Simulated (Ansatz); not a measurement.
Two structures of SiH4ClF, singlet, reached by relaxing down either side of one saddle point (PBE0-D4/def2-TZVP). Energies are electronic, without zero-point energy. Computed with Ansatz 0.2.0 (basis: def2-TZVPP and def2-QZVPP); correlated methods freeze the cores. Extrapolation: Hartree–Fock as exp(−7.88 √X), correlation as X^−2.97. First:

| atom | x (Å) | y (Å) | z (Å) |
| --- | --- | --- | --- |
| Si1 | -0.9236 | -0.5214 | 0.0684 |
| F2 | -0.0082 | 0.1957 | 1.1536 |
| H3 | -0.3971 | -0.1955 | -1.2703 |
| H4 | -0.9413 | -1.9667 | 0.3626 |
| Cl5 | -2.8178 | 0.2067 | 0.2267 |
| H6 | 2.3109 | 1.1092 | 0.0194 |
| H7 | 2.7770 | 1.1720 | -0.5605 |

Second:

Si1  (-0.188, -0.414, -0.874)
F2  (1.068, 0.635, 2.206)
H3  (-0.927, -0.671, -2.130)
H4  (-0.106, -1.632, -0.041)
Cl5  (-1.280, 1.002, 0.183)
H6  (0.285, 0.925, 1.799)
H7  (1.148, 0.156, -1.143)
(Å)

(1) Which bonds change from the first to the second?

(2) Give the saddle point's structure and its height above each. (To be estimated.)

The T1 diagnostic stays at or below 0.012.

Answers

(1) SiH₂ClF ([F][SiH2][Cl]) + H₂ → SiH₃Cl ([SiH3][Cl]) + HF; bonds formed: Si1–H7, F2–H6; bonds broken: Si1–F2, H6–H7.

(2) Computed: 63.64 kcal/mol above the first and 38.05 kcal/mol above the second (CCSD(T) at an estimated basis limit (MP2 extrapolated from triple and quadruple zeta, plus CCSD(T) − MP2 in triple zeta)).
| atom | x (Å) | y (Å) | z (Å) |
| --- | --- | --- | --- |
| Si1 | -0.2627 | -0.2564 | -0.2330 |
| F2 | 0.3988 | 0.3497 | 1.4761 |
| H3 | -0.2648 | -0.3173 | -1.7194 |
| H4 | -0.1357 | -1.6444 | 0.2437 |
| Cl5 | -2.0396 | 0.7046 | 0.0936 |
| H6 | 1.0977 | 0.6111 | 0.5632 |
| H7 | 1.2061 | 0.5527 | -0.4242 |

Labels in which every atom is bracketed show which atoms are joined, not bond orders.

For scale, one of the runs: CCSD(T)/def2-TZVPP, 171 basis functions, launched by `ansatz run in.yaml --threads 2 --pin off --events-out ev --progress --plain --max-ram 4352MiB`. Hardware: 2 CPU threads of an Arm Neoverse V1, shared host. Wall time 27 s; peak host memory 1.4 GiB.
